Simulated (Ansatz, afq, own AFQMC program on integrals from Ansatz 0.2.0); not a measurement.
**O$_{2}$⁺, quartet in 6-31G, levels against full CI**

```xyz
2

O     0.0000    0.0000    0.0000
O     0.0000    0.0000    2.1290
```

Basis 6-31G. Noble-gas cores (and the filled d shells of Ga–Kr and In–Xe) are frozen. AFQMC by an in-house program on the Cholesky factors that Ansatz 0.2.0 writes for its CCSD(T) run. ph-AFQMC/CISD is guided by a CISD state made of CCSD amplitudes; releasing the constraint for a short imaginary time cuts its bias at the price of noise, slowly where states lie close. Uncertainties: one standard error, sampling alone.

Determinant: ROHF, the one that the program's search chose, which needn't be the lowest solution. The geometry is a point of a scan.

Full CI is exact in this basis; its frozen core comes from its own orbitals, which moves totals by up to a few meV.

Cautions: a spin-contaminated unrestricted determinant lies lower (UHF 6.47 eV lower, ⟨S²⟩ 4.76); the search met a lower determinant of the same kind, perhaps of another symmetry (4.02 eV lower), and this one is a saddle point; strong correlation (T1 0.028, weight of the determinant 0.65, largest double 0.37); (T) is large, 10 % of the CCSD correlation; (Q) is large, 306 meV, so the cluster series hasn't closed; the CCSD(T) amplitudes may be one of several solutions (largest double 0.37); in a space of 11 electrons in 9 natural orbitals full CI finds another state of this spin 794 meV below the state of CCSD(T); the CCSDT(Q) amplitudes may be one of several solutions (largest double 0.47); in a space of 11 electrons in 9 natural orbitals full CI finds another state of this spin 786 meV below the state of CCSDT(Q); the CCSDTQ amplitudes may be one of several solutions (largest double 0.49); in a space of 11 electrons in 9 natural orbitals full CI finds another state of this spin 792 meV below the state of CCSDTQ; the ph-AFQMC/CISD walk drifts between its halves (2.8 errors); CCSDTQ on the UHF determinant differs (894 meV lower), perhaps since the unrestricted series falls towards higher spin; a state of other symmetry lies lower (by 576 meV); full CI with its own frozen core; a state of higher spin lies lower (by 878 meV).

The T1 diagnostic is 0.0281, the weight of the determinant in the CISD state is 0.649 and the size of the correlated space is 11 electrons in 16 orbitals.

Reference: full CI, correlation energy -10.220 eV. CCSDTQ lies 13.2 meV above full CI, in part by the other frozen core, which shifts every row alike, so rows that close can't be ranked against it. The cautions show a poor starting determinant, so the rows tell how each method copes with it here, and full CI is the sure value.

| level | E − E(reference) (kcal/mol) | share of correlation (%) |
| --- | --- | --- |
| HF | 235.68 | 0.00 |
| MP2 | -20.31 | 108.62 |
| CCSD | 22.90 | 90.28 |
| CCSD(T) | 1.96 | 99.17 |
| CCSDT | 5.06 | 97.85 |
| CCSDT(Q) | -1.99 | 100.85 |
| CCSDTQ | 0.30 | 99.87 |
| ph-AFQMC/CISD | 11.95 ± 0.11 | 94.93 |

CCSDT and higher add their correlation energy to the determinant of the CCSD(T) run, since their own runs factorise the integrals more tightly (a shift of under 2 meV). A walk keeps the symmetry of its determinant, which the program's search chose and which needn't be the lowest solution, so a lower state of the same spin and another symmetry isn't excluded.
